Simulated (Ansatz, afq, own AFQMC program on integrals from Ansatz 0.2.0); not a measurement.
# SiP (quartet): quantum Monte Carlo beside coupled cluster at distance Si1–P2 = 3.234 Å, 6-31G, part 2 of 2

Ansatz 0.2.0, Gaussian basis, and an in-house AFQMC program (afq) on its integrals; all values are calculated; 6-31G, frozen cores. Earlier steps stand in the parts before.

## Step 14: Phaseless AFQMC, CISD trial on UHF

It reads the integrals that the CCSD(T) run on this determinant wrote.

The run is started by

```bash
$ afq ham --method phaseless --trial cisd --walkers 4000 --populations 20 --least-time 60 --time-step 0.005 --steps-per-block 50 --equilibration-blocks 40 --max-blocks 4000 --target-error 0.00036 --factor-cut 1e-05 --start spin_pure --seed 9644 --release-times 0.24,0.51,0.99,1.62,2.4 --release-step 0.03 --release-every 3 --taylor-order 6
```

Log:

```text
orbitals 16  electrons 6 3  factors 80 of 280
reference energy -629.50062097 Eh
CCSD correlation -0.06345011 Eh in 21 cycles, weight of the determinant in the CISD state 0.6935
energy of the start -629.555261 Eh
 block  time / (1/Eh)  mean weight  energy / Eh
     1     0.250  1.0000  -629.557485
     2     0.500  1.0001  -629.559274
     3     0.750  1.0000  -629.560738
     4     1.000  1.0000  -629.562001
     5     1.250  1.0000  -629.562816
     6     1.500  1.0001  -629.563661
     7     1.750  0.9999  -629.564197
     8     2.000  1.0000  -629.564764
     9     2.250  1.0000  -629.565065
    10     2.500  1.0000  -629.565486
    11     2.750  0.9998  -629.565684
    13     3.250  1.0000  -629.565970
    15     3.750  1.0000  -629.566159
    17     4.250  1.0000  -629.566440
    19     4.750  1.0000  -629.566400
    21     5.250  1.0001  -629.566671
    23     5.750  0.9999  -629.566891
    25     6.250  0.9999  -629.566584
    27     6.750  1.0001  -629.566939
    29     7.250  0.9999  -629.566691
    31     7.750  1.0000  -629.566509
    33     8.250  1.0000  -629.566902
    35     8.750  0.9999  -629.566750
    37     9.250  1.0000  -629.566643
    39     9.750  1.0000  -629.566693
    41    10.250  1.0000  -629.566629
    43    10.750  1.0001  -629.566715
    45    11.250  1.0001  -629.566837
    47    11.750  1.0001  -629.567214
    49    12.250  0.9998  -629.567087
    51    12.750  1.0000  -629.566892
    53    13.250  1.0000  -629.566891
    55    13.750  0.9999  -629.567068
    57    14.250  1.0000  -629.566783
    59    14.750  1.0001  -629.566944
    61    15.250  1.0001  -629.566869
    63    15.750  1.0001  -629.567275
    65    16.250  1.0000  -629.567230
    67    16.750  1.0001  -629.566997
    69    17.250  1.0001  -629.567049
    71    17.750  0.9999  -629.566496
    73    18.250  1.0001  -629.566504
    75    18.750  1.0001  -629.566656
    77    19.250  1.0000  -629.566714
    79    19.750  0.9997  -629.566837
    81    20.250  0.9999  -629.567193
    83    20.750  1.0000  -629.567168
    85    21.250  1.0001  -629.567067
    87    21.750  1.0001  -629.566884
    89    22.250  1.0002  -629.567286
error from the spread of 20 populations
released: time / (1/Eh)  energy / Eh  error  mean overlap
  0.24  -629.567054  0.000107  1.0004
  0.51  -629.567130  0.000084  0.9996
  0.99  -629.567241  0.000076  1.0002
  1.62  -629.567327  0.000074  1.0002
  2.40  -629.567389  0.000070  0.9999
energy -629.566983 +/- 0.000109 Eh
```

Run time: 43 s. Hardware: 1 × NVIDIA H100 80GB HBM3 with 2 threads of AMD EPYC 7R13 (Zen 3), shared host; peak host memory 1.4 GiB.

Energy -17131.3904 ± 0.0030 eV. Caveats: constraint bias not in the error.

## Step 15: CCSD(T) on ROHF

File in.yaml:

```yaml
crystal:
  periodic: [false, false, false]
  atoms:
    - {symbol: Si, position_ang: [0.000000, 0.000000, 0.000000]}
    - {symbol: P, position_ang: [0.000000, 0.000000, 3.234000]}
basis:
  gaussian: {orbitals: 6-31G}
magnetization: {spin_polarized: false, initial_magnetization: 3}
correlation: {method: ccsd_t, electrons: outside_noble_gas, hamiltonian_folder: ham}
```

The run is started by

```bash
$ ansatz run in.yaml --threads 1 --pin off --events-out ev --progress --plain --max-ram 16896MiB --backend cuda --devices 0, --max-vram 18GiB
```

Log (excerpt; [...] marks lines left out):

```text
Functional definition: HF
  name "HF"
  cite "Fock, Z. Phys. 61, 126 (1930) doi:10.1007/BF01340294"
  parent pbe
[...]
280 factors; integrals over basis functions are off by at most 1.2e-4 eV
[...]
mean field -17128.82426416 eV, -629.4726813739 hartree, gradient 3.1e-6 eV, S^2 3.750000; 21 other end points of the search recorded, 0 dependent functions left out
[...]
determinant -17128.82426416 eV, -629.4726813739 hartree, with singles and doubles -17131.25967179 eV, -629.5621809534 hartree
determinant -17128.39421169 eV, -629.4568772371 hartree, with singles and doubles -17130.06891448 eV, -629.5184214293 hartree
determinant -17127.99722894 eV, -629.4422883900 hartree, with singles and doubles -17129.75799648 eV, -629.5069954036 hartree
determinant -17127.91101098 eV, -629.4391199383 hartree, with singles and doubles -17129.91678584 eV, -629.5128308049 hartree
[...]
determinant -17126.79040438 eV, -629.3979384056 hartree, with singles and doubles -17128.44976599 eV, -629.4589188200 hartree
determinant -17126.67480457 eV, -629.3936901908 hartree, with singles and doubles -17129.26564559 eV, -629.4889018422 hartree
determinant -17126.53458296 eV, -629.3885371418 hartree, with singles and doubles -17129.59248429 eV, -629.5009129430 hartree
unrestricted determinant -17129.58453927 eV, -629.5006209688 hartree, S^2 4.4727
10 core orbitals not correlated: weight in the atoms' cores, before any rotation towards them, 1.000 or more for the frozen orbitals, at most 0.000 for the correlated occupied ones
reference -17128.82426416 eV, -629.4726813739 hartree; 6, 3 occupied and 10, 13 virtual orbitals, 280 factors
second order -1.56860566 eV of doubles, -0.01768701 eV of singles
cycle   1  -2.43723318 eV  change   -1.8e-3 eV  update   9.5e-3
[...]
cycle  14  -2.46831342 eV  change   -1.0e-6 eV  update   6.9e-6
perturbative correction -0.08723797 eV, -0.0032059363 hartree
Total energy: -17131.37981555 eV, -629.5665961551 hartree
```

It took 26 s on 1 × NVIDIA H100 80GB HBM3 with 1 thread of AMD EPYC 7R13 (Zen 3), shared host; peak host memory 1.4 GiB.

From the report: correlation -2.5556 eV; T1 0.043; largest double amplitude 0.29.

This run also writes the integrals to the folder ham.

## Step 16: Full CI

File in.yaml:

```yaml
hamiltonian:
  integrals:
    folder: ../ham
correlation: {method: fci}
```

Launched as before.

Log:

```text
Functional definition: HF
  name "HF"
  cite "Fock, Z. Phys. 61, 126 (1930) doi:10.1007/BF01340294"
  parent pbe
  exchange = exact_x
  correlation = 0
reference -17128.82426416 eV, -629.4726813739 hartree; 6, 3 occupied and 10, 13 virtual orbitals, 280 factors
state -17131.41933433 eV, -629.5680484434 hartree
Total energy: -17131.41933433 eV, -629.5680484434 hartree
```

Run time: 27 s. Hardware: 1 × NVIDIA H100 80GB HBM3 with 1 thread of AMD EPYC 7R13 (Zen 3), shared host; peak host memory 1.4 GiB.

From the report: 1,121,120 determinants.

## Step 17: CCSDT(Q) on ROHF

File in.yaml:

```yaml
crystal:
  periodic: [false, false, false]
  atoms:
    - {symbol: Si, position_ang: [0.000000, 0.000000, 0.000000]}
    - {symbol: P, position_ang: [0.000000, 0.000000, 3.234000]}
basis:
  gaussian: {orbitals: 6-31G}
magnetization: {spin_polarized: false, initial_magnetization: 3}
correlation: {method: ccsdt_q, electrons: outside_noble_gas}
```

The command is unchanged.

Log (excerpt; [...] marks lines left out):

```text
Functional definition: HF
  name "HF"
  cite "Fock, Z. Phys. 61, 126 (1930) doi:10.1007/BF01340294"
  parent pbe
[...]
492 factors; integrals over basis functions are off by at most 3.2e-8 eV
[...]
mean field -17128.82435444 eV, -629.4726846915 hartree, gradient 3.5e-6 eV, S^2 3.750000; 21 other end points of the search recorded, 0 dependent functions left out
[...]
determinant -17128.82435444 eV, -629.4726846915 hartree, with singles and doubles -17131.25973787 eV, -629.5621833819 hartree
determinant -17128.39433153 eV, -629.4568816411 hartree, with singles and doubles -17130.06900681 eV, -629.5184248225 hartree
determinant -17127.99736473 eV, -629.4422933801 hartree, with singles and doubles -17129.75811234 eV, -629.5069996613 hartree
determinant -17127.91113842 eV, -629.4391246220 hartree, with singles and doubles -17129.91690646 eV, -629.5128352376 hartree
[...]
determinant -17126.79058781 eV, -629.3979451464 hartree, with singles and doubles -17128.44992174 eV, -629.4589245438 hartree
determinant -17126.67495540 eV, -629.3936957338 hartree, with singles and doubles -17129.26576045 eV, -629.4889060631 hartree
determinant -17126.53468490 eV, -629.3885408877 hartree, with singles and doubles -17129.59256040 eV, -629.5009157397 hartree
unrestricted determinant -17129.58465704 eV, -629.5006252969 hartree, S^2 4.4728
10 core orbitals not correlated: weight in the atoms' cores, before any rotation towards them, 1.000 or more for the frozen orbitals, at most 0.000 for the correlated occupied ones
reference -17128.82435444 eV, -629.4726846915 hartree; 6, 3 occupied and 10, 13 virtual orbitals, 492 factors
second order -1.56863934 eV of doubles, -0.01768723 eV of singles
cycle   1  -2.00062373 eV  change   -4.1e-1 eV  update   1.0e-1
[...]
cycle  28  -2.58511048 eV  change   -6.6e-7 eV  update   5.9e-7
perturbative correction -0.00854525 eV, -0.0003140321 hartree
Total energy: -17131.41801017 eV, -629.5679997816 hartree
```

It took 32 s on 1 × NVIDIA H100 80GB HBM3 with 1 thread of AMD EPYC 7R13 (Zen 3), shared host; peak host memory 1.4 GiB.

From the report: correlation -2.5937 eV; T1 0.041; largest double amplitude 0.31.

## Step 18: CCSDTQ on ROHF

Changes to in.yaml since step 17:

```diff
@@ -8,2 +8,2 @@
 magnetization: {spin_polarized: false, initial_magnetization: 3}
-correlation: {method: ccsdt_q, electrons: outside_noble_gas}
+correlation: {method: ccsdtq, electrons: outside_noble_gas}
```

Launched as before.

Log (excerpt; [...] marks lines left out):

```text
Functional definition: HF
  name "HF"
  cite "Fock, Z. Phys. 61, 126 (1930) doi:10.1007/BF01340294"
  parent pbe
[...]
492 factors; integrals over basis functions are off by at most 3.2e-8 eV
[...]
mean field -17128.82435444 eV, -629.4726846915 hartree, gradient 3.5e-6 eV, S^2 3.750000; 21 other end points of the search recorded, 0 dependent functions left out
[...]
determinant -17128.82435444 eV, -629.4726846915 hartree, with singles and doubles -17131.25973787 eV, -629.5621833819 hartree
determinant -17128.39433153 eV, -629.4568816411 hartree, with singles and doubles -17130.06900681 eV, -629.5184248225 hartree
determinant -17127.99736473 eV, -629.4422933801 hartree, with singles and doubles -17129.75811234 eV, -629.5069996613 hartree
determinant -17127.91113842 eV, -629.4391246220 hartree, with singles and doubles -17129.91690646 eV, -629.5128352376 hartree
[...]
determinant -17126.79058781 eV, -629.3979451464 hartree, with singles and doubles -17128.44992174 eV, -629.4589245438 hartree
determinant -17126.67495540 eV, -629.3936957338 hartree, with singles and doubles -17129.26576045 eV, -629.4889060631 hartree
determinant -17126.53468490 eV, -629.3885408877 hartree, with singles and doubles -17129.59256040 eV, -629.5009157397 hartree
unrestricted determinant -17129.58465704 eV, -629.5006252969 hartree, S^2 4.4728
10 core orbitals not correlated: weight in the atoms' cores, before any rotation towards them, 1.000 or more for the frozen orbitals, at most 0.000 for the correlated occupied ones
reference -17128.82435444 eV, -629.4726846915 hartree; 6, 3 occupied and 10, 13 virtual orbitals, 492 factors
second order -1.56863934 eV of doubles, -0.01768723 eV of singles
cycle   1  -2.00062358 eV  change   -4.1e-1 eV  update   1.0e-1
[...]
cycle  37  -2.59473576 eV  change    2.7e-7 eV  update   8.0e-7
Total energy: -17131.41909021 eV, -629.5680394721 hartree
```

Wall time 54 s (1 × NVIDIA H100 80GB HBM3 with 1 thread of AMD EPYC 7R13 (Zen 3), shared host); peak host memory 1.4 GiB.

From the report: correlation -2.5947 eV; T1 0.040; largest double amplitude 0.31.

## Step 19: Phaseless AFQMC, CISD trial on ROHF

It reads the integrals that the CCSD(T) run on this determinant wrote.

The run is started by

```bash
$ afq ham --method phaseless --trial cisd --walkers 4000 --populations 20 --least-time 60 --time-step 0.005 --steps-per-block 50 --equilibration-blocks 40 --max-blocks 4000 --target-error 0.00036 --factor-cut 1e-05 --start spin_pure --seed 9644 --release-times 0.24,0.51,0.99,1.62,2.4 --release-step 0.03 --release-every 3 --taylor-order 6
```

Log:

```text
orbitals 16  electrons 6 3  factors 80 of 280
reference energy -629.47268137 Eh
CCSD correlation -0.09070824 Eh in 20 cycles, weight of the determinant in the CISD state 0.7729
energy of the start -629.563378 Eh
 block  time / (1/Eh)  mean weight  energy / Eh
     1     0.250  1.0000  -629.562766
     2     0.500  1.0000  -629.562622
     3     0.750  0.9999  -629.562729
     4     1.000  0.9999  -629.562998
     5     1.250  1.0000  -629.563251
     6     1.500  1.0000  -629.563599
     7     1.750  0.9999  -629.563962
     8     2.000  0.9999  -629.564221
     9     2.250  1.0000  -629.564432
    10     2.500  1.0000  -629.564592
    11     2.750  0.9998  -629.564806
    13     3.250  0.9999  -629.564777
    15     3.750  1.0000  -629.565138
    17     4.250  1.0000  -629.564992
    19     4.750  1.0000  -629.565259
    21     5.250  1.0000  -629.565643
    23     5.750  0.9999  -629.565816
    25     6.250  0.9999  -629.566007
    27     6.750  1.0000  -629.566089
    29     7.250  0.9999  -629.565673
    31     7.750  1.0000  -629.565691
    33     8.250  1.0000  -629.566393
    35     8.750  1.0000  -629.565936
    37     9.250  1.0001  -629.565941
    39     9.750  1.0000  -629.566413
    41    10.250  1.0000  -629.566389
    43    10.750  1.0002  -629.566576
    45    11.250  1.0001  -629.566127
    47    11.750  1.0001  -629.566365
    49    12.250  0.9997  -629.566505
    51    12.750  1.0001  -629.566285
    53    13.250  0.9997  -629.566175
    55    13.750  1.0000  -629.566014
    57    14.250  1.0000  -629.565759
    59    14.750  1.0001  -629.566068
    61    15.250  1.0000  -629.566185
    63    15.750  1.0001  -629.566318
    65    16.250  1.0000  -629.566367
    67    16.750  1.0000  -629.566225
    69    17.250  1.0000  -629.566361
    71    17.750  0.9999  -629.565870
    73    18.250  1.0000  -629.565898
    75    18.750  1.0002  -629.565835
    77    19.250  0.9998  -629.566108
    79    19.750  1.0000  -629.565619
    81    20.250  1.0000  -629.566515
    83    20.750  1.0001  -629.566421
    85    21.250  1.0002  -629.566157
    87    21.750  0.9998  -629.565945
    89    22.250  1.0001  -629.566167
error from the spread of 20 populations
released: time / (1/Eh)  energy / Eh  error  mean overlap
  0.24  -629.566375  0.000097  0.9984
  0.51  -629.566429  0.000097  0.9983
  0.99  -629.566994  0.000376  1.0016
  1.62  -629.566725  0.000051  1.0022
  2.40  -629.567032  0.000073  1.0015
energy -629.566195 +/- 0.000123 Eh
```

Wall time 25 s (1 × NVIDIA H100 80GB HBM3 with 2 threads of AMD EPYC 7R13 (Zen 3), shared host); peak host memory 1.4 GiB.

Energy -17131.3689 ± 0.0034 eV. Caveats: constraint bias not in the error.

## Step 20: AFQMC on the ladder

The full CI on restricted orbitals is not used as the yardstick for these unrestricted rows.

On the UHF determinant, counted from CCSDTQ (a yardstick, not exact):

```tsv
level	energy (eV)	from CCSDTQ (kJ/mol)	statistical error (kJ/mol)	time
HF	-17129.5845	+177.0		
MP2	-17130.4829	+90.4		
CCSD	-17131.3111	+10.4		
CCSD(T)	-17131.3793	+3.9		
CCSDT(Q)	-17131.4190	0.0		
CCSDTQ	-17131.4193	0.0		
Phaseless AFQMC, CISD trial, step 0.005, 4000 walkers	-17131.3904	+2.8	0.3	43 s
```

On the ROHF determinant, counted from full CI (exact for this spin and basis):

```tsv
level	energy (eV)	from full CI (kJ/mol)	statistical error (kJ/mol)	time
HF	-17128.8243	+250.4		
MP2	-17130.4106	+97.3		
CCSD	-17131.2926	+12.2		
CCSD(T)	-17131.3798	+3.8		
CCSDT(Q)	-17131.4180	+0.1		
CCSDTQ	-17131.4191	0.0		
full CI	-17131.4195	0.0		
Phaseless AFQMC, CISD trial, step 0.005, 4000 walkers	-17131.3689	+4.9	0.3	25 s
```

The functionals' totals stand on their own zeros and serve differences with other points: PBE -17151.441 eV; r2SCAN -17158.146 eV; PBE0 -17152.804 eV; B3LYP -17160.724 eV; wB97M-V -17158.414 eV; B2PLYP -17151.957 eV.

## Step 21: Outcome

What follows sums up all 2 parts.

| quantity | value |
| --- | --- |
| CCSD(T) on UHF from CCSDTQ | +3.9 kJ/mol |
| Phaseless AFQMC, CISD trial on UHF from CCSDTQ | +2.8 ± 0.3 kJ/mol |
| CCSD(T) on ROHF from full CI | +3.8 kJ/mol |
| Phaseless AFQMC, CISD trial on ROHF from full CI | +4.9 ± 0.3 kJ/mol |

**Reading.** On UHF the phaseless walk with the CISD trial lies +2.8 kJ/mol from CCSDTQ, 10 times its error bar. On ROHF the phaseless walk with the CISD trial lies +4.9 kJ/mol from full CI, 15 times its error bar: mostly the bias of the constraint. Error bars are statistical and leave out the constraint, the time step and what remains of the start.
